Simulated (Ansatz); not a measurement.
Gas-phase reaction in SMILES: FCl -> ClF as doublet, charge +1 + e-

Wanted: adiabatic ionisation energy (0 K, with zero-point energies), in eV. Terms: open shells spin-unrestricted; six Cartesian d functions in 6-31G* and its kin unless marked 5d; no spin-orbit coupling; non-relativistic. Ab initio and DFT rows: single points at B3LYP-D3(BJ) geometries (Ansatz, a program for electronic structure), with unscaled harmonic terms from B3LYP/6-31G* at its own minima.

| species | coefficient | E at B3LYP/6-31G* (Ansatz), Eh | E at PBE/def2-TZVPD (Ansatz), Eh | zero-point energy, kcal/mol |
|---|---|---|---|---|
| FCl | -1 | -559.94242 | -559.74435 | 1.11 |
| FCl as doublet, charge +1 | +1 | -559.48338 | -559.29035 | 1.31 |

Measured values: CCCBDB table in ASE; they hold spin-orbit and core effects.  Value to compare with, the measured value: 12.66 eV. 1 Eh = 27.2114 eV and 1 eV = 23.0605 kcal/mol.

Task: Compute it at each level from the table, and compare with the measured value.

Result: 
- B3LYP/6-31G*: the sum of coefficient times E is 0.45904 Eh, or 12.491 eV; the thermal terms add 0.009. Result: 12.50 eV. Its error against the measured value is -0.16 eV.
- PBE/def2-TZVPD: the sum of coefficient times E is 0.45400 Eh, or 12.354 eV; the thermal terms add 0.009. Result: 12.36 eV. Its error against the measured value is -0.30 eV.
